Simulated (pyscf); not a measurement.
Optimised with ωB97X-D3(BJ)/def2-SVP in PySCF. MP2 and CC: frozen core, UHF for open shells. ΔMP2 is the change of the MP2 total energy from the triple- to the quadruple-zeta basis.

Problem. Estimate by transition-state theory (the high-pressure limit) the rate constant of H₂C=CH–Cl (SMILES C=CCl) → H₃C–C:–Cl (SMILES C[C]Cl) [singlet] (singlet surface; C–H broken, C–H formed) at 900 K, with CCSD(T)/def2-TZVPP + ΔMP2(QZVPP) energies (ideal gas, 1 atm, RRHO with modes under 100 cm⁻¹ raised to 100, one conformer, R ln 2 for chiral ones without a mode under 150 cm⁻¹; no tunnelling).

Solution. The electronic barrier is 71.2 kcal/mol and the thermal terms add -4.1, so ΔG‡ = 67.1 kcal/mol. With k_BT/h = 1.88e+13 s⁻¹ and RT = 1.788 kcal/mol, k = 9.7e-04 s⁻¹; so small a molecule is far into fall-off at 1 atm, where the true rate is lower. Wigner's tunnelling factor for 1214i cm⁻¹ would be 1.16. A shift of 1 kcal/mol in the barrier changes k by a factor 1.7. One saddle was located; it need not be the lowest between these sides. The CCSD(T) − MP2 part came from Ansatz, without density fitting, on the same reference.
